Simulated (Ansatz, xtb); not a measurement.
# Two isomers of C2H3F3

Structure a: `FCC(F)F`, a singlet. Structure b: `CC(F)(F)F`, a singlet. Both are isolated molecules in the gas phase, relaxed with B3LYP-D3(BJ)/def2-SVP, each in the lowest conformer that the search found.

**Question.** Which of the two would you expect CCSD(T)/def2-SVP + ΔMP2/def2-TZVPP electronic energies to favour?

**Answer.** Structure b; the calculation gives E(b) − E(a) = −80.0 kJ/mol.

The same difference at several levels:

```
                             level               geometry  E(b) − E(a) (kJ/mol)  departure from the last row (kJ/mol)  job, with rough time for the two
                          GFN2-xTB               GFN2-xTB                   −52.5                                 +27.4              optimisation, 0.17 s
                         HF/STO-3G               GFN2-xTB                   −84.2                                  −4.2              single point, 0.34 s
                r2SCAN-D4/def2-SVP               GFN2-xTB                  −107.4                                 −27.5               single point, 2.7 s
             B3LYP-D3(BJ)/def2-SVP  B3LYP-D3(BJ)/def2-SVP                   −89.2                                  −9.3                optimisation, 24 s
                       HF/def2-SVP  B3LYP-D3(BJ)/def2-SVP                   −86.4                                  −6.4           part of the CCSD(T) run
                      MP2/def2-SVP  B3LYP-D3(BJ)/def2-SVP                   −98.7                                 −18.7           part of the CCSD(T) run
                  CCSD(T)/def2-SVP  B3LYP-D3(BJ)/def2-SVP                   −93.8                                 −13.8                      single point
CCSD(T)/def2-SVP + ΔMP2/def2-TZVPP  B3LYP-D3(BJ)/def2-SVP                   −80.0                                                      single point, 28 s
```

As drawn, both hold the same kinds of bond in the same numbers. Structure a has 0 methyl groups, b 1.

None of the levels shown reverses the order. The largest departure from CCSD(T)/def2-SVP + ΔMP2/def2-TZVPP is that of r2SCAN-D4/def2-SVP, 27.5 kJ/mol. The last row adds to CCSD(T) the change of the MP2 difference between the two basis sets, here +13.8 kJ/mol, a large step that makes the value less sure.

With harmonic frequencies from B3LYP-D3(BJ)/def2-SVP (ideal gas, rigid rotor, one conformer each, 400 K, 1 atm): the zero-point term adds −3.1 kJ/mol; ΔH is −82.9 and ΔG −76.9 kJ/mol.

The correlated steps freeze 5 core orbitals. Mirror images aren't counted in ΔG. Codes used: Ansatz 0.2.0, xtb 6.7.1; the last row on 1 thread of Intel(R) Xeon(R) Platinum 8488C (Sapphire Rapids) on a shared host.
